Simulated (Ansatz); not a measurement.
```yaml
crystal:
  periodic: [false, false, false]
  atoms:
    - {symbol: N, position_ang: [0.000000, 0.000000, -1.338512]}
    - {symbol: N, position_ang: [0.000000, 0.000000, -0.163008]}
    - {symbol: Si, position_ang: [0.000000, 0.000000, 1.501520]}
basis:
  gaussian: {orbitals: def2-TZVP}
hamiltonian: {xc: pbe0}
relax: {f_tol: 0.004, max_steps: 80}
```

```sh
$ ansatz run in.yaml --threads 1 --pin off --events-out ev --progress --plain --max-ram 2176MiB
```

Steps of the relaxation (energy above the last step; positions in Å, forces in eV/Å):

```
3
step 1, 111.9 meV
N     0.000    0.000   -1.339    0.000    0.000    2.737
N     0.000    0.000   -0.163    0.000    0.000   -4.144
Si    0.000    0.000    1.502    0.000    0.000    1.407
```

```
3
step 2, 41.3 meV
N     0.000    0.000   -1.329    0.000    0.000    0.803
N     0.000    0.000   -0.178    0.000    0.000   -1.965
Si    0.000    0.000    1.507    0.000    0.000    1.162
```

```
3
step 3, 0.6 meV
N     0.000    0.000   -1.344    0.000    0.000    0.243
N     0.000    0.000   -0.206    0.000    0.000   -0.119
Si    0.000    0.000    1.550    0.000    0.000   -0.124
```

```
3
step 5, 0.0 meV
N     0.000    0.000   -1.340    0.000    0.000    0.001
N     0.000    0.000   -0.205    0.000    0.000   -0.001
Si    0.000    0.000    1.545    0.000    0.000    0.000
```

Close pairs at the end: N1–N2 1.136 Å, N2–Si3 1.750 Å.

A stationary point of restricted PBE0 after 5 steps (its stability towards spin polarisation wasn't tested); no frequencies were run, so it isn't proven a minimum. 17 s on 1 thread of Arm Neoverse N1, shared host.
